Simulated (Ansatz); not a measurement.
O2Si, SMILES `O=[Si]=O`, relaxed with RKS PBE0-D4/def2-TZVP in the Gaussian-basis code of Ansatz from a GFN2-xTB geometry. The force threshold is 0.005 eV/Å; the program also tests the step.

Total charge 0; spin multiplicity 1.

Start:

```xyz
3

O     0.715   -0.426    1.237
Si    0.001    0.001    0.000
O    -0.715    0.425   -1.237
```

Question: By how much does the energy fall, and how many steps does the optimiser take? (An estimate is asked.)

Answer: The calculation gave: 1.32 kJ/mol, in 3 steps.

Question: Which bonds change most? (An estimate is asked.)

Answer: The calculation gave: Si2–O3 from 1.491 to 1.506 Å; O1–Si2 from 1.491 to 1.506 Å.

Question: Give the relaxed structure. (Estimate.)

Answer: Ansatz gave: 
```xyz
3

O     0.722   -0.430    1.250
Si    0.000    0.000    0.000
O    -0.722    0.430   -1.250
```
